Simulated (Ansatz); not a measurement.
**C₂H₄S: vertical ionisation energy**

One table from this session's results is given with a row withheld; the runs are named, their logs left out.

Program: Ansatz 0.2.0, Gaussian basis. Level of theory: unrestricted cation, the program's frozen cores in correlated methods. These are calculated values, not measurements.

Levels to be run: UKS PBE-D4/def2-TZVPP; UKS r2SCAN-D4/def2-TZVPP; UKS PBE0-D4/def2-TZVPP; UKS B3LYP-D4/def2-TZVPP; UKS wB97X-V/def2-TZVPP; UKS wB97M-V/def2-TZVPP; UKS B2PLYP/def2-TZVPP; UHF-CCSD(T)/def2-TZVPP; UHF-MP2/def2-QZVPP; extrapolation to the limit; then −ε(HOMO) from the neutral's earlier runs with LDA (SPW92), PBE-D4, revPBE-D4, BLYP-D4, r2SCAN-D4, B97M-V, PBE0-D4, B3LYP-D4, r2SCANh-D4, r2SCAN0-D4, HSE06-D4, BHLYP-D4, CAM-B3LYP-D4, LC-ωPBE, ωB97X-V, ωB97M-V.

## Structure used throughout

The geometry comes from an earlier relaxation with PBE0-D4 in a triple-zeta def2 set; it is a stationary point, not always the lowest conformer.

SMILES `C=CS`, 7 atoms, charge 0, spin multiplicity 1.

Atoms are counted from 1 here; the program's logs count them from 0.

Bond lengths: C1–C2 1.327 Å, C1–H4 1.084 Å, C1–H5 1.082 Å, C2–S3 1.751 Å, C2–H6 1.084 Å, S3–H7 1.340 Å. Angles: C2–C1–H4 122.3°, C2–C1–H5 120.2°, H4–C1–H5 117.5°, C1–C2–S3 123.6°, C1–C2–H6 120.9°, S3–C2–H6 115.5°, C2–S3–H7 96.7°.

Set-up of the first run:

Contents of in.yaml:

```yaml
crystal:
  periodic: [false, false, false]
  atoms:
    - {symbol: C, position_ang: [-0.949011, 0.320354, -0.532179]}
    - {symbol: C, position_ang: [0.224395, 0.155114, 0.064546]}
    - {symbol: S, position_ang: [0.797274, -1.386569, 0.665228]}
    - {symbol: H, position_ang: [-1.639103, -0.500560, -0.691603]}
    - {symbol: H, position_ang: [-1.249506, 1.300277, -0.880387]}
    - {symbol: H, position_ang: [0.896819, 0.992347, 0.212177]}
    - {symbol: H, position_ang: [1.980332, -0.948863, 1.116419]}
basis:
  gaussian: {orbitals: def2-TZVPP}
total_charge: 1
magnetization: {spin_polarized: true, initial_magnetization: 1}
hamiltonian: {xc: pbe, dispersion: d4}
```

Started as:

```sh
$ ansatz run in.yaml --threads 4 --pin off --events-out ev --progress --plain --max-ram 10444MiB
```

Steps of the session up to this table: Cation, UKS PBE-D4/def2-TZVPP; Cation, UKS r2SCAN-D4/def2-TZVPP; Cation, UKS PBE0-D4/def2-TZVPP; Cation, UKS B3LYP-D4/def2-TZVPP; Cation, UKS wB97X-V/def2-TZVPP; Cation, UKS wB97M-V/def2-TZVPP; Cation, UKS B2PLYP (frozen core)/def2-TZVPP; Cation, UHF-CCSD(T)/def2-TZVPP; Cation, UHF-MP2/def2-QZVPP.

One of the session's tables, all rows but one given; the rest of the session is left out.

It belongs to the step «Ionisation energies side by side». For comparison, −ε(HOMO) of the neutral from earlier runs:

| functional | −ε(HOMO) (eV) |
| --- | --- |
| LDA (SPW92) | 5.59 |
| PBE-D4 | 5.44 |
| revPBE-D4 | 5.38 |
| BLYP-D4 | 5.27 |
| r2SCAN-D4 | 5.64 |
| B97M-V | 5.66 |
| PBE0-D4 | ? |
| B3LYP-D4 | 6.30 |
| r2SCANh-D4 | 6.04 |
| r2SCAN0-D4 | 6.65 |
| HSE06-D4 | 6.12 |
| BHLYP-D4 | 7.45 |
| CAM-B3LYP-D4 | 7.79 |
| LC-ωPBE | 9.15 |
| ωB97X-V | 8.77 |
| ωB97M-V | 8.64 |

Q: Estimate the row for PBE0-D4 from the others.

As computed: −ε(HOMO) (eV): 6.52. In the column «−ε(HOMO) (eV)» it lies between B3LYP-D4 (6.30) and r2SCAN0-D4 (6.65).
